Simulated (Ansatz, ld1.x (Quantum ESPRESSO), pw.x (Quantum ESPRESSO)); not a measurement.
## Re (Z = 75): does the TM potential hold in the solid?

ld1.x (Quantum ESPRESSO) 7.5 input, shortened:

```
&input
   title='Re', zed=75., rel=1, dft='PBESOL', iswitch=3,
   config='[Xe] 4f14 5d5 6s2 6p0'
 /
 &inputp
   pseudotype=2, tm=.true., lloc=0,
   nlcc=.true., rcore=1.85
 /
3
6P  2  1   0.00   0.00  3.80  3.80  0.0
5D  3  2   5.00   0.00  2.60  2.60  0.0
6S  1  0   2.00   0.00  2.00  2.00  0.0
 &test
   configts(1)='5d5 6s2 6p0'
 /
```

Atomic tests: cutoffs needed: 30 Ry and 55 Ry (the cutoffs (Ry, on a coarse ladder) from which the occupation-weighted sum of valence levels, in a spherical-Bessel basis at the reference potential, stays within 10 and 1 mRy of its value at 400 Ry); ghost test: no extra level below or beside the all-electron valence levels (p, d, s, f tested) (spherical-Bessel basis up to 400 Ry, 20 bohr box); largest excitation error: -646 meV (all-electron minus pseudo) for 5d3 6s0 6p0, out of 7 test configurations.

Crystal test: sc Re in pw.x 7.5, no spin, 13³ k-points, Fermi–Dirac smearing 0.01 Ry, cutoffs 70/280 Ry. The lattice is a test structure that the element need not adopt, and mesh and smearing are coarse.

pw.x input:

```
&control
  calculation='scf', prefix='x', pseudo_dir='./', outdir='./tmp', tstress=.true., disk_io='none'
/
&system
  ibrav=0, nat=1, ntyp=1, ecutwfc=70, ecutrho=280, nbnd=11,
  occupations='smearing', smearing='fd', degauss=0.01
/
&electrons
  conv_thr=1e-09, mixing_beta=0.4, electron_maxstep=70
/
ATOMIC_SPECIES
Re 1.0 Re.UPF
CELL_PARAMETERS angstrom
  2.55208083 0.00000000 0.00000000
  0.00000000 2.55208083 0.00000000
  0.00000000 0.00000000 2.55208083
ATOMIC_POSITIONS crystal
Re 0.0000 0.0000 0.0000
K_POINTS automatic
13 13 13 0 0 0
```

```bash
pw.x < Re.scf.in > Re.scf.out
```

Problem. How does the run end?

Solution. It converges; the pressure is 8.92 GPa against 0.82 GPa from all-electron LAPW. The largest radius (3.80 bohr) exceeds half the bond length (2.41 bohr), so the spheres overlap, which is one possible source of error among others. This is a poor potential for the solid. The log shows:

```
     number of electrons       =         7.00
     number of Kohn-Sham states=           11
     kinetic-energy cutoff     =      70.0000  Ry
     charge density cutoff     =     280.0000  Ry
     scf convergence threshold =      1.0E-09
     Exchange-correlation= PBESOL
     number of k points=    84  Fermi-Dirac smearing, width (Ry)=  0.0100
     iteration #  1     ecut=    70.00 Ry     beta= 0.40
     total energy              =     -25.73542880 Ry
     estimated scf accuracy    <       0.01631478 Ry
     iteration #  2     ecut=    70.00 Ry     beta= 0.40
     total energy              =     -25.73484025 Ry
     estimated scf accuracy    <       0.00352356 Ry
     iteration #  3     ecut=    70.00 Ry     beta= 0.40
     total energy              =     -25.73505175 Ry
     estimated scf accuracy    <       0.00020604 Ry
     iteration #  4     ecut=    70.00 Ry     beta= 0.40
     total energy              =     -25.73506480 Ry
     estimated scf accuracy    <       0.00000191 Ry
     iteration #  5     ecut=    70.00 Ry     beta= 0.40
     total energy              =     -25.73506525 Ry
     estimated scf accuracy    <       0.00000046 Ry
     iteration #  6     ecut=    70.00 Ry     beta= 0.40
     total energy              =     -25.73506528 Ry
     estimated scf accuracy    <       0.00000001 Ry
     iteration #  7     ecut=    70.00 Ry     beta= 0.40
     the Fermi energy is    15.1775 ev
!    total energy              =     -25.73506528 Ry
     estimated scf accuracy    <          2.7E-10 Ry
     smearing contrib. (-TS)   =      -0.00515288 Ry
     The total energy is F=E-TS. E is the sum of the following terms:
     one-electron contribution =      11.85200813 Ry
     hartree contribution      =       0.88041329 Ry
     xc contribution           =      -9.63478874 Ry
     ewald contribution        =     -28.82754508 Ry
     convergence has been achieved in   7 iterations
          total   stress  (Ry/bohr**3)                   (kbar)     P=       89.15
     Message from routine punch:
     Nothing written, as per user request (disk_io='none')
```
